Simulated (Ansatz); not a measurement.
**1,2-elimination**

Start structure (CH$_{5}$BO, singlet), relaxed at PBE0-D4/def2-TZVP:

B1  (0.071, 0.020, -0.575)
H2  (-0.075, 0.848, -1.441)
O3  (0.509, -1.216, -0.923)
H4  (0.665, -1.309, -1.865)
C5  (-0.229, 0.333, 0.921)
H6  (-0.048, -0.513, 1.586)
H7  (0.377, 1.182, 1.259)
H8  (-1.270, 0.656, 1.038)
(Å)

The step: CH₅BO ([CH3][BH][OH]) → CH₃BO ([CH3][B][O]) + H₂; bonds formed: H2–H4; bonds broken: B1–H2, O3–H4. Computed with Ansatz 0.2.0 (basis: def2-TZVPP and def2-QZVPP); correlated methods freeze the cores. Extrapolation: Hartree–Fock as exp(−7.88 √X), correlation as X^−2.97. Energies below are by CCSD(T) at an estimated basis limit (MP2 extrapolated from triple and quadruple zeta, plus CCSD(T) − MP2 in triple zeta).

Problem. What are the electronic barrier and the energy of the step, from the start structure to the end structure? (Judge from chemistry; the value comes from the calculation.)

Solution. Computed: Barrier 2.569 eV; step energy 0.541 eV (uphill); reverse barrier, their difference, 2.028 eV. Barrier and step energy count from the start structure, the reverse barrier from the end structure.

The saddle point: One imaginary mode of 1698i cm⁻¹.
```csv
pair,start (Å),saddle (Å),end (Å)
H2–H4,2.32,1.00,0.75
B1–H2,1.21,1.46,3.39
O3–H4,0.96,1.35,2.97
```

Zero-point energy (harmonic, PBE0-D4): ZPE is 1.743 eV at the start and 1.553 eV at the saddle, so the barrier goes from 2.569 to 2.379 eV.

First-order rate constant out of the start structure at 898 K by transition-state theory, with harmonic vibrational free energies alone and no tunnelling: ΔA‡ = 2.398 eV, so k = (kB T/h) exp(−ΔA‡/kB T) ≈ 10^0 s⁻¹ (an order of magnitude at best: rotation, the number of equivalent paths and anharmonicity are left out).

No T1 diagnostic of these runs exceeds 0.017.

Labels in which every atom is bracketed show which atoms are joined, not bond orders.

For scale, one of the runs: CCSD(T)/def2-TZVPP, 163 basis functions, launched by `ansatz run in.yaml --threads 2 --pin off --events-out ev --progress --plain --max-ram 4352MiB`. Time: 20 s of wall clock on 2 CPU threads of an Arm Neoverse V2; the host was shared. Peak host memory: 1.3 GiB.
